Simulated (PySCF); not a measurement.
# One shape, several levels: CH3N (methanimine)

Wanted: a comparison of 5 runs (HF/3-21G, HF/def2-SVP, B2PLYP/6-31G, B3LYP/6-31G*, MP2/def2-SVPD) of CH3N (methanimine). 

The calculation is run with PySCF 2.14.0.

## 1. The molecule

CH3N: 5 atoms, total charge 0, spin state singlet. As SMILES, `C=N`. The shape is that of a PBE0-D4/def2-TZVP optimisation.

Bond lengths: C1–N2 1.261 Å, C1–H3 1.096 Å, C1–H4 1.092 Å, N2–H5 1.021 Å. Angles: C1–N2–H5 111.0°, N2–C1–H3 124.9°, N2–C1–H4 118.8°, H3–C1–H4 116.3°.

## 2. Energy and forces at HF/3-21G (run 1)

geometry.xyz reads:

```xyz
5

C     -0.037200    -0.386500     0.038000
N      0.623200     0.654300    -0.225900
H     -1.090200    -0.400600     0.342700
H      0.457500    -1.356900    -0.036200
H      0.046700     1.489800    -0.118600
```

job.py reads:

```python
import pyscf.grad
from pyscf import gto

mol = gto.M(
    atom='geometry.xyz',
    charge=0,
    max_memory=1860,
    verbose=3,
    basis='3-21g',
)

mf = mol.RHF()
mf.conv_tol = 1e-10
mf.kernel()
if not mf.converged:
    mf = mf.newton().run(mf.mo_coeff, mf.mo_occ)

e_tot = mf.e_tot
print('E(%s) = %.9f' % ('HF', e_tot))
grad = mf.Gradients().kernel()
mf.analyze()
```

Command:

```bash
$ OMP_NUM_THREADS=1 python job.py
```

Output:

```text
converged SCF energy = -93.4938367685468
E(HF) = -93.493836769
--------------- RHF gradients ---------------
         x                y                z
0 C    -0.0021494440     0.0114917931    -0.0001934317
1 N     0.0138169803    -0.0004297450    -0.0039521733
2 H    -0.0112515381     0.0013445512     0.0031515517
3 H     0.0072333336    -0.0099603263    -0.0013833477
4 H    -0.0076493319    -0.0024462730     0.0023774010
----------------------------------------------
**** MO energy ****
MO #1   energy= -15.4889275484248  occ= 2
MO #2   energy= -11.2234156351543  occ= 2
MO #3   energy= -1.22435696901724  occ= 2
MO #4   energy= -0.836871226557355 occ= 2
MO #5   energy= -0.684689001233159 occ= 2
MO #6   energy= -0.599803071640651 occ= 2
MO #7   energy= -0.448677193322398 occ= 2
MO #8   energy= -0.412790290430578 occ= 2
MO #9   energy= 0.17548189939503   occ= 0
MO #10  energy= 0.270841880310503  occ= 0
MO #11  energy= 0.308871105154769  occ= 0
MO #12  energy= 0.38015767415857   occ= 0
MO #13  energy= 0.533816505484386  occ= 0
MO #14  energy= 0.974698076851977  occ= 0
MO #15  energy= 1.0077086801905    occ= 0
MO #16  energy= 1.04170558918538   occ= 0
MO #17  energy= 1.15021139393096   occ= 0
MO #18  energy= 1.25824169821977   occ= 0
MO #19  energy= 1.32946017690039   occ= 0
MO #20  energy= 1.455538186637     occ= 0
MO #21  energy= 1.55164289266403   occ= 0
MO #22  energy= 1.6308270235667    occ= 0
MO #23  energy= 1.73236411266538   occ= 0
MO #24  energy= 2.7154996441012    occ= 0
 ** Mulliken atomic charges  **
charge of    0C =     -0.04883
charge of    1N =     -0.31703
charge of    2H =      0.07622
charge of    3H =      0.09912
charge of    4H =      0.19053
Dipole moment(X, Y, Z, Debye): -2.16813, -0.33379,  0.64885
```

It took 2.1 s on 1 thread of Intel Xeon at 2.50GHz (Skylake/Cascade Lake), shared host; peak memory 0.12 GiB.

## 3. Energy and forces at HF/def2-SVP (run 2)

job.py reads:

```python
from pyscf import gto

system = gto.M(
    atom='''
C     -0.037200    -0.386500     0.038000
N      0.623200     0.654300    -0.225900
H     -1.090200    -0.400600     0.342700
H      0.457500    -1.356900    -0.036200
H      0.046700     1.489800    -0.118600
''',
    verbose=4,
    charge=0,
    basis='def2-svp',
    max_memory=1860,
)

myscf = system.RHF()
myscf.conv_tol = 1e-10
myscf.kernel()
if not myscf.converged:
    myscf = myscf.newton().run(myscf.mo_coeff, myscf.mo_occ)

etot = myscf.e_tot
print('E(%s) = %.9f' % ('HF', etot))
grad = myscf.nuc_grad_method().kernel()
myscf.analyze()
```

Command:

```bash
$ OMP_NUM_THREADS=1 python job.py
```

Output:

```text
PySCF version 2.14.0

[... 73 lines left out ...]
Total Energy =                         -93.959667919241255
[... 7 lines left out ...]
MO #1   energy= -15.5611948759825  occ= 2
[... 5 lines left out ...]
MO #7   energy= -0.450909767837647 occ= 2
[... 5 lines left out ...]
MO #13  energy= 0.41002966101854   occ= 0
[... 5 lines left out ...]
MO #19  energy= 0.891493840662614  occ= 0
[... 5 lines left out ...]
MO #25  energy= 1.42687945505708   occ= 0
[... 5 lines left out ...]
MO #31  energy= 2.18172623543239   occ= 0
[... 5 lines left out ...]
MO #37  energy= 2.90180949395402   occ= 0
[... 5 lines left out ...]
MO #43  energy= 3.80631023950028   occ= 0
[... 51 lines left out ...]
Dipole moment(X, Y, Z, Debye): -2.06352, -0.43630,  0.62591
```

Run time: 3.3 s. Hardware: 1 thread of Intel Xeon at 2.50GHz (Skylake/Cascade Lake), shared host; peak memory 0.12 GiB.

Runs 3 to 4 aren't shown in full; the table further down has their settings and results.

## 4. Energy and gradient at MP2/def2-SVPD (run 5)

job.py reads:

```python
import pyscf.grad
from pyscf import gto, scf, mp

mol = gto.M(
    atom='''
C     -0.070298    -0.730379     0.071810
N      1.177677     1.236448    -0.426889
H     -2.060179    -0.757024     0.647609
H      0.864550    -2.564169    -0.068408
H      0.088250     2.815314    -0.224122
''',
    verbose=3,
    unit='bohr',
    basis='def2-svpd',
    max_memory=1860,
    charge=0,
    spin=0,
)

calc0 = scf.RHF(mol)
calc0.conv_tol = 1e-10
calc0.kernel()
if not calc0.converged:
    calc0 = calc0.newton().run(calc0.mo_coeff, calc0.mo_occ)

pt = mp.MP2(calc0, frozen=2).run()
e_final = pt.e_tot
print(f'total energy: {e_final:.8f} hartree')
grad = pt.Gradients().kernel()
calc0.analyze()
```

Command:

```bash
$ OMP_NUM_THREADS=1 python job.py
```

Output:

```text
converged SCF energy = -93.966556788721
[... 2 lines left out ...]
total energy: -94.28192115 hartree
[... 16 lines left out ...]
MO #8   energy= -0.430113367826498 occ= 2
[... 7 lines left out ...]
MO #16  energy= 0.294054257708127  occ= 0
[... 7 lines left out ...]
MO #24  energy= 0.487501394483728  occ= 0
[... 7 lines left out ...]
MO #32  energy= 0.700178296120167  occ= 0
[... 7 lines left out ...]
MO #40  energy= 1.28940003084698   occ= 0
[... 7 lines left out ...]
MO #48  energy= 1.96380784846394   occ= 0
[... 7 lines left out ...]
MO #56  energy= 2.52299513705938   occ= 0
[... 7 lines left out ...]
MO #64  energy= 3.91349981966241   occ= 0
[... 6 lines left out ...]
Dipole moment(X, Y, Z, Debye): -2.05043, -0.58288,  0.63248
```

Run time: 8.2 s. Hardware: 1 thread of Intel Xeon at 2.50GHz (Skylake/Cascade Lake), shared host; peak memory 0.28 GiB.

## 5. Overview of the runs

| run | level | task | frozen core orbitals | energy (Eh) | dipole moment (D) of the reference | HOMO energy (eV) | LUMO energy (eV) | wall time |
| --- | --- | --- | --- | --- | --- | --- | --- | --- |
| 1 | HF/3-21G | gradient | – | -93.493837 | 2.29 | -11.23 | 4.78 | 2.1 s |
| 2 | HF/def2-SVP | gradient | – | -93.959668 | 2.20 | -11.59 | 4.33 | 3.3 s |
| 3 | B2PLYP/6-31G | energy | 2 | -94.452745 | 2.33 | -8.83 | 1.59 | 8.1 s |
| 4 | B3LYP/6-31G* (Cartesian functions) | gradient | – | -94.627025 | 1.95 | -7.24 | -0.18 | 12 s |
| 5 | MP2/def2-SVPD | gradient | 2 | -94.281921 | 2.22 | -11.70 | 2.78 | 8.2 s |

## 6. Summary of results

| quantity | value |
| --- | --- |
| run 5: total energy | -94.28192 Eh |
| run 5: dipole moment (Hartree–Fock density) | 2.22 D |
| run 5: HOMO energy (Hartree–Fock orbitals) | -11.70 eV |
| run 5: LUMO energy (Hartree–Fock orbitals) | 2.78 eV |
| run 5: HOMO–LUMO gap (Hartree–Fock orbitals) | 14.49 eV |
| run 5: correlation energy (2 core orbitals frozen) | -315.4 mEh |
| run 5: largest force on an atom | 1.328 eV/Å |

Over runs 1, 2, 3, 4 the dipole moment (its size) runs from 1.95 D (B3LYP/6-31G*) to 2.33 D (B2PLYP/6-31G). The two ends differ in method and basis. A double hybrid's value is that of its SCF part. Over runs 1, 2, 3, 4 the HOMO–LUMO gap runs from 7.05 eV (B3LYP/6-31G*) to 16.01 eV (HF/3-21G). Totals of different functionals can't be ranked against each other. All runs together took 34 s, the longest 12 s.
